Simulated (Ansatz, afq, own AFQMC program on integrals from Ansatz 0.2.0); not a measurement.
Atomization energy of CH6ClFGeSi, singlet

```xyz
11

C    -0.8062   -1.2675    0.9755
Si    0.5463   -0.5447   -0.0719
F     1.9452   -0.6509    0.7552
Cl    0.7733   -1.7023   -1.7752
Ge    0.2656    1.7165   -0.7454
H    -0.9137   -0.6998    1.9129
H    -0.5723   -2.3142    1.2247
H    -1.7667   -1.2448    0.4388
H     0.1464    2.6370    0.4838
H     1.4662    2.1638   -1.5942
H    -1.0188    1.8499   -1.5835
```

Atoms in their ground-state spins without spin–orbit coupling (mostly on UHF) minus the molecule (RHF), without zero-point energy. The geometry is a stationary point, not shown to be a minimum.

Basis def2-SVP. Noble-gas cores (and the filled d shells of Ga–Kr and In–Xe) are frozen. Integrals, coupled cluster, full CI and functionals: Ansatz 0.2.0; the random walks run on the same integrals in our own AFQMC program. ph-AFQMC/CISD is guided by a CISD state made of CCSD amplitudes; releasing the constraint for a short imaginary time cuts its bias at the price of noise, slowly where states lie close. ± is one standard error of the sampling. No spin–orbit coupling. The errors of all members are added in quadrature.

No full CI on the walks' own integrals is used here. The released AFQMC energy serves as the reference, which it does only where one determinant dominates, the energy is flat over the last release times and near the phaseless one (40 meV or 2 meV an electron, half that with transition metals). On small molecules, where full CI could be run and the noise was under 10 meV, such values lay within 10 meV of it in 19 cases of 20, a flattering rate, since the rule was set on those same cases; what remains of the bias isn't in the error bar. Each member takes its own surest rung, up to full CI.

The best estimate is CCSD(T) at the basis-set limit (CBS: def2-TZVPP and def2-QZVPP, with their diffuse functions for anions and beside diffuse sets, CCSD(T) itself extrapolated) plus the step from CCSD(T) to AFQMC with the constraint released in def2-SVP. Rows without CBS are in def2-SVP, the functionals in def2-TZVP; B2PLYP and the wave-function rows carry a basis error of their own. Core correlation and relativity beyond core potentials are missing, and ± holds the sampling alone.

Cautions: inner d shell frozen; no relativity below Rb; no spin-orbit coupling; CH₆ClFGeSi (singlet): the released value is read at 0.63 1/Eh with a noise of 16 meV, more than in the cases checked, later times being too noisy (meV from the phaseless value at times in 1/Eh: -6 ± 13 at 0.21, 0 ± 11 at 0.42, -3 ± 16 at 0.63, -10 ± 25 at 0.90); other spins of the molecule weren't checked.

```tsv
level	atomization energy (eV)
PBE	38.502
PBE0	38.160
HF	28.868
```

Problem. From these cheaper values, estimate the atomization energy at the level of the best estimate.

Solution. 38.711 ± 0.016 eV (best estimate, highest rung released AFQMC).

```csv
level,atomization energy (eV),error against the best estimate (eV)
MP2,36.270,-2.441 ± 0.016
CCSD,35.672,-3.039 ± 0.016
CCSD(T),35.986,-2.725 ± 0.016
ph-AFQMC/CISD,36.030 ± 0.010,-2.681 ± 0.019
released AFQMC,36.018 ± 0.016,-2.694
HF/CBS,29.166,-9.546 ± 0.016
MP2/CBS,39.034,0.322 ± 0.016
CCSD(T)/CBS,38.677,-0.034 ± 0.016
r2SCAN,38.717,0.006 ± 0.016
B3LYP,37.907,-0.804 ± 0.016
wB97M-V,38.606,-0.105 ± 0.016
B2PLYP,37.821,-0.890 ± 0.016
```

Correlation beyond CCSD(T) adds 0.034 ± 0.016 eV. Going to the basis-set limit adds 2.691 eV at CCSD(T). The perturbative (T) step is worth +0.314 eV.

Best estimates are given only where the step beyond CCSD(T) is under 0.3 eV and no member's determinant is very poor (T1 over 0.05, or 0.07 for open shells, ⟨S²⟩ too high by 0.3, two states mixed), so the hardest cases are missing from such tables.

The functionals ran in a triple-zeta set and keep a basis error of their own, a few kJ/mol for each bond in atomization energies and more for double hybrids, so close places among them and the extrapolated levels can swap.

Each member of a difference takes its own highest rung, so a best estimate needn't equal the limit plus the step of one row. Released energies are given only where the last usable release times agree within the noise; a slower fall can still hide under it.
